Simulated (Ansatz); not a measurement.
**Counterpoise correction, worked out**

The pair of HCl (SMILES Cl, atoms 1–2) and H₂S (SMILES S, atoms 3–5), both closed shells, in one local arrangement (a lower one may exist), relaxed at PBE0-D4/def2-TZVP:

```json
{"atom": "Cl1", "x (Å)": "0.2114", "y (Å)": "-0.0676", "z (Å)": "-2.4724"}
{"atom": "H2", "x (Å)": "0.0579", "y (Å)": "-0.2858", "z (Å)": "-1.2010"}
{"atom": "S3", "x (Å)": "-0.1885", "y (Å)": "-0.4858", "z (Å)": "1.1283"}
{"atom": "H4", "x (Å)": "0.9100", "y (Å)": "0.2505", "z (Å)": "1.3589"}
{"atom": "H5", "x (Å)": "-0.9908", "y (Å)": "0.5888", "z (Å)": "1.1864"}
```

Ansatz 0.2.0; basis: def2-TZVPPD; cores frozen in the correlated methods.

MP2 total energies in eV:

| system | geometry | basis functions | energy |
| --- | --- | --- | --- |
| pair | pair | all | -23380.34285 |
| HCl | as in the pair | all (partner as ghosts) | -12525.53572 |
| H₂S | as in the pair | all (partner as ghosts) | -10854.66097 |
| HCl | as in the pair | its own | -12525.52549 |
| H₂S | as in the pair | its own | -10854.64532 |
| HCl | free (PBE0-D4 minimum) | its own | -12525.53707 |
| H₂S | free (PBE0-D4 minimum) | its own | -10854.64589 |

Task: Work out the interaction energy with and without the counterpoise correction, the superposition error, and the binding energy from the relaxed fragments.

Result: Without correction: -23380.34285 − (-12525.52549) − (-10854.64532) = -0.17204 eV.
With correction (each fragment in the whole basis): -23380.34285 − (-12525.53572) − (-10854.66097) = -0.14616 eV = -3.37 kcal/mol.
The superposition error is the difference, 0.02588 eV, 15 % of the uncorrected value: each fragment borrows its partner's functions.
Deformation from the free shapes: 0.01158 eV for HCl and 0.00057 eV for H₂S.
Binding energy from relaxed fragments: -0.14616 + 0.01158 + 0.00057 = -0.13401 eV = -3.09 kcal/mol (electronic, without zero-point energy; negative means bound). For comparison, the corrected interaction energy by CCSD(T) at an estimated basis limit (MP2 extrapolated from triple and quadruple zeta, plus CCSD(T) − MP2 in triple zeta) is -0.141 eV.

No T1 diagnostic of these runs exceeds 0.011.

For scale, one of the runs: CCSD(T)/def2-TZVPPD, 153 basis functions, launched by `ansatz run in.yaml --threads 2 --pin off --events-out ev --progress --plain --max-ram 5222MiB`. The run took 8 s on 2 CPU threads of an Arm Neoverse V2 (shared host), with 0.91 GiB of host memory at its peak.
